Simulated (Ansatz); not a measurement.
A structure drawn as `Cl[SiH2]Cl`, with this starting geometry:

```xyz
5

Cl   -0.0178    1.0967    1.6131
Si    0.0611    0.0485   -0.1206
Cl   -0.8130   -1.7926    0.2287
H     1.4711   -0.1267   -0.5559
H    -0.7014    0.7742   -1.1654
```

Total charge 0; spin multiplicity 1.

Task: Does it keep its bonds when Ansatz relaxes it at PBE-D4/def2-SVP and then PBE0-D4/def2-TZVP?

Result: Yes, every drawn bond is still there and no new one forms.

Task: Give the relaxed structure. (Estimate.)

Result: Ansatz gave: 
Z-matrix (Å, degrees):
```
Si
Cl 1 2.040
Cl 1 2.040 2 110.1
H 1 1.476 2 108.5 3 -118.6
H 1 1.476 2 108.5 3 118.6
```
All modes are real.

Atoms count as bonded under 1.1 times the sum of their covalent radii (H–H under 0.85 Å, pairs among N, O and F under 1.55 Å), and a drawn bond as lost past 1.3 times.
